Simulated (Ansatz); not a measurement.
Chalcopyrite ZnGeP2 was calculated with BLYP in Ansatz (plane waves, PAW).

Run with plane-wave cutoff 520 eV, 10×10×10 k mesh, Fermi–Dirac smearing 0.01 eV, scalar-relativistic PAW data made under PBE.

Shape and atoms are relaxed at each volume.

Pressure at four volumes; x = ln(V/21.683 Å³). One pressure is withheld.

```
V (Å³/atom)        x  P (GPa)
-----------  -------  -------
20.816       -0.0408     2.78
21.683        0.0000     0.00
22.117        0.0198    -1.17
22.550        0.0392        ?
```

Question: Pass a parabola P(x) through the three rows shown, estimate the bulk modulus and its pressure derivative near zero pressure, and predict the withheld pressure.

Answer: Slopes between the rows: (0.00 − (2.78))/(0.0000 − (-0.0408)) = -68.14 and (-1.17 − (0.00))/(0.0198 − (0.0000)) = -59.09 GPa. Their difference over the span 0.0606 is c = 9.05/0.0606 = 149.3 GPa, so P(x) = 2.78 + (-68.14)(x − (-0.0408)) + 149.3 (x − (-0.0408))(x − (0.0000)). At the middle row B = −dP/dx = −[-68.14 + 149.3 × 0.0408] = 62.0 GPa, and B′ = dB/dP = 2c/B = 4.8. At x = 0.0392 the parabola gives -2.20 GPa; the run gives -2.21 GPa. The Birch–Murnaghan fit to the energies at all volumes has B0 = 61.7 GPa and B′ = 4.7.

Measured, for comparison: bulk modulus 79 GPa (room temperature, no zero-point or thermal correction; as tabulated in Isothermal phase behavior of Ag3SbS3, ZnGeP2, and ZnS (abstract)). Computed less measured: bulk modulus -22 %.

Ansatz is a quantum-chemistry and plane-wave program.
